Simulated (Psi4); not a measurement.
Process, species as SMILES: CCl (CH3-Cl) → [CH2-]Cl + H+
B3LYP-D3(BJ)/def2-TZVP geometries, fixed; electronic energies without zero-point terms.
Largest species:
```
C
H 1 1.0858
H 1 1.0858 2 110.57
H 1 1.0858 2 110.57 3 -122.80
Cl 1 1.7944 2 108.35 3 118.60
```

The deprotonation energy at MP2 with Psi4, in kcal/mol, split into its Hartree-Fock and correlation parts. Density fitting with the program's default auxiliary sets. Cores are frozen. No added dispersion term, no relativity. Functions are those of the species that has most. These sets lack the diffuse functions that anions need.

```tsv
basis	X	functions	Hartree-Fock	MP2
cc-pV(D+d)Z	2	52	415.62	419.14
cc-pV(T+d)Z	3	111	413.85	412.73
cc-pV(Q+d)Z	4	209	412.19	409.12
```

Worked estimate of the basis-set limit from each neighbouring pair, with Hartree-Fock from the larger set and the correlation part extrapolated as X^-3.
Correlation parts: X = 2: 3.52, X = 3: -1.12, X = 4: -3.07.
- (2,3): (27·(-1.12) - 8·(3.52))/19 = -3.07; with Hartree-Fock 413.85 the estimate is 410.78 kcal/mol.
- (3,4): (64·(-3.07) - 27·(-1.12))/37 = -4.49; with Hartree-Fock 412.19 the estimate is 407.70 kcal/mol.
The last two estimates differ by 3.08 kcal/mol; the largest set lies 1.42 from the last. Over the last step Hartree-Fock moves by -1.66 and the correlation part by -1.95.
